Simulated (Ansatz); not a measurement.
```yaml
crystal:
  periodic: [false, false, false]
  atoms:
    - {symbol: V, position_ang: [0.000000, 0.000000, 0.000000]}
    - {symbol: Si, position_ang: [0.000000, 0.000000, 2.560000]}
basis:
  gaussian: {orbitals: def2-TZVP}
magnetization: {spin_polarized: true, initial_magnetization: 1}
hamiltonian: {xc: pbe0}
relax: {f_tol: 0.004, max_steps: 80}
```

```sh
$ ansatz run in.yaml --threads 1 --pin off --events-out ev --progress --plain --max-ram 2176MiB
```

Steps of the relaxation (energy above the last step; positions in Å, forces in eV/Å):

```
2
step 1, 70.7 meV
V     0.000    0.000    0.000    0.000    0.000    0.838
Si    0.000    0.000    2.560    0.000    0.000   -0.838
```

```
2
step 2, 3.4 meV
V     0.000    0.000    0.061    0.000    0.000    0.211
Si    0.000    0.000    2.499    0.000    0.000   -0.211
```

```
2
step 3, 0.2 meV
V     0.000    0.000    0.081    0.000    0.000   -0.053
Si    0.000    0.000    2.479    0.000    0.000    0.053
```

```
2
step 4, 0.0 meV
V     0.000    0.000    0.077    0.000    0.000   -0.001
Si    0.000    0.000    2.483    0.000    0.000    0.001
```

Close pairs at the end: V1–Si2 2.406 Å.

A stationary point of unrestricted PBE0 after 4 steps, with ⟨S²⟩ = 2.877 against 0.75 for a pure state. 3.1 min on 1 thread of Intel Xeon Platinum 8375C, shared host.
